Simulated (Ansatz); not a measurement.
Basis-set extrapolation for `FC1CCC1` (PBE0-D4/def2-TZVP geometry, frozen core, Ansatz 0.2.0). Multiplicity 1, RHF reference.

```tsv
	def2-TZVPP	def2-QZVPP
HF	-255.054121	-255.065440
MP2 correlation	-0.925657	-0.992395
CCSD(T) correlation	-1.000753	not run
```

Energies in hartree. Use E(X) = E(∞) + A·exp(−7.88·√X) for Hartree–Fock and E(X) = E(∞) + B·X^(−2.97) for correlation, with X = 3 and 4, and add CCSD(T) minus MP2 of the smaller set to the MP2 limit.

What is the CCSD(T) energy at the basis-set limit?

HF limit: -255.065440 + (-0.011319) × 0.13774 = -255.06700. MP2 limit: -0.992395 + (-0.066738) × 0.74074 = -1.04183. Higher-order term: -1.000753 − (-0.925657) = -0.07510. Total: -256.18393 hartree, 3.51 eV below CCSD(T)/def2-TZVPP.
